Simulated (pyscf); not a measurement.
Thermochemistry of product channels of H₃C–CH₂–ZnH (SMILES C[CH2][ZnH]) + CH₃• (SMILES [CH3]) on the doublet surface, in kcal/mol, from ωB97M-D3(BJ)/def2-TZVP energies (ideal gas, 1 atm, RRHO with modes under 100 cm⁻¹ raised to 100, one conformer, R ln 2 for chiral ones without a mode under 150 cm⁻¹). Optimised with ωB97X-D3(BJ)/def2-SVP in PySCF.

```csv
products,ΔE,ΔH(298 K),ΔG(900 K),ΔG(1200 K)
[H₃C–CH₂–Zn]• (SMILES C[CH2][Zn]) + CH₄ (SMILES C),[?],-27.4,-24.4,-22.7
H₃C–CH₃ (SMILES CC) + [H₃C–Zn]• (SMILES [CH3][Zn]),-33.9,-29.0,-25.2,[?]
```

Task: Some entries are withheld; supply them.

Result: 
- [H₃C–CH₂–Zn]• (SMILES C[CH2][Zn]) + CH₄ (SMILES C), ΔE: -32.1
- H₃C–CH₃ (SMILES CC) + [H₃C–Zn]• (SMILES [CH3][Zn]), ΔG(1200 K): -23.3

These are energies of the channels, which say nothing of barriers. Elements up to Kr have no core potential and no relativistic terms here.
